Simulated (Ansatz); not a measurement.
Two shapes of doublet BHS(+).

Shape 1:

```xyz
3

H     0.0474   -0.0164   -1.3582
B     0.0036   -0.0061   -0.1190
S    -0.0343    0.0232    1.5006
```

Shape 2:

```xyz
3

H     0.0000   -0.0007   -1.4690
B     0.0000    0.0006   -0.1819
S     0.0000    0.0001    1.6509
```

Basis set: def2-SVP (spherical functions). Correlated methods keep 6 orbitals frozen. Correlation on ROHF uses semicanonical orbitals with singles. Charge 1, multiplicity 2.

Computed with Ansatz (development build ahead of 0.2.0); each method stands on the lowest determinant of its kind that the runs found.

Q: Which shape is lower in energy, and by how much in each method?

A:

```tsv
method	E(2) − E(1) (eV)
ROHF	0.228
UHF	0.218
ROHF-MP2	0.230
ROHF-CCSD(T)	0.159
UHF-CCSD(T)	0.159
```

Shape 1 is lower.
